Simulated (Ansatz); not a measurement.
# CH₃AlS: basis-set convergence

Aim: see how fast density functionals converge with the basis set for CH₃AlS.

Program: Ansatz 0.2.0, Gaussian basis. Level of theory: one geometry, several basis sets. These are calculated values, not measurements.

Levels to be run: PBE0-D4/def2-SVP; ωB97M-V/def2-SVP; PBE0-D4/def2-QZVPP; ωB97M-V/def2-QZVPP; the functionals' def2-TZVPP values are taken from earlier runs.

1 further run of the same task is left out (it didn't finish).

**1. The relaxed structure**

An earlier PBE0-D4 in a triple-zeta def2 set relaxation fixed the geometry.

6 atoms, charge 0, spin multiplicity 1.

Atoms are counted from 1 here; the program's logs count them from 0.

Bond lengths: Al1–C2 1.959 Å, Al1–S3 2.399 Å, Al1–H4 1.581 Å, Al1–H5 1.581 Å, C2–S3 1.635 Å, C2–H6 1.089 Å. Angles: C2–Al1–S3 42.6°, C2–Al1–H4 116.9°, C2–Al1–H5 116.9°, S3–Al1–H4 112.8°, S3–Al1–H5 112.9°, H4–Al1–H5 125.2°, Al1–C2–S3 83.2°, Al1–C2–H6 156.6°, S3–C2–H6 120.2°, Al1–S3–C2 54.2°.

Coordinates:

```xyz
6

Al   -0.6372    0.0335   -0.6183
C     0.9599   -0.2319    0.4842
S     0.0811    0.5688    1.6071
H    -1.6860   -1.1492   -0.6569
H    -0.6426    1.2885   -1.5804
H     1.9670   -0.5737    0.7179
```

**2. PBE0-D4 in def2-SVP**

File in.yaml:

```yaml
crystal:
  periodic: [false, false, false]
  atoms:
    - {symbol: Al, position_ang: [-0.637239, 0.033540, -0.618292]}
    - {symbol: C, position_ang: [0.959882, -0.231858, 0.484234]}
    - {symbol: S, position_ang: [0.081101, 0.568818, 1.607092]}
    - {symbol: H, position_ang: [-1.686044, -1.149249, -0.656911]}
    - {symbol: H, position_ang: [-0.642577, 1.288467, -1.580365]}
    - {symbol: H, position_ang: [1.966977, -0.573718, 0.717941]}
basis:
  gaussian: {orbitals: def2-SVP}
hamiltonian: {xc: pbe0, dispersion: d4}
output: {orbitals: {seedname: orbitals}}
```

Launch:

```bash
ansatz run in.yaml --threads 2 --pin off --events-out ev --progress --plain --max-ram 4352MiB
```

Further steps of the session: ωB97M-V in def2-SVP; PBE0-D4 in def2-QZVPP; ωB97M-V in def2-QZVPP.

Before running them: what should the planned runs give, taken together? Wanted: PBE0-D4: double and triple zeta above quadruple; ωB97M-V: double and triple zeta above quadruple.

**Answer**, as computed:

| quantity | value |
| --- | --- |
| PBE0-D4: double and triple zeta above quadruple | 7.90, 0.59 eV |
| ωB97M-V: double and triple zeta above quadruple | 7.89, 0.56 eV |

In words: PBE0-D4 gains 7.30 eV from double to triple zeta, then 0.59 eV more. These are total energies; as a rule much of such shifts cancels in differences, which this series doesn't test.
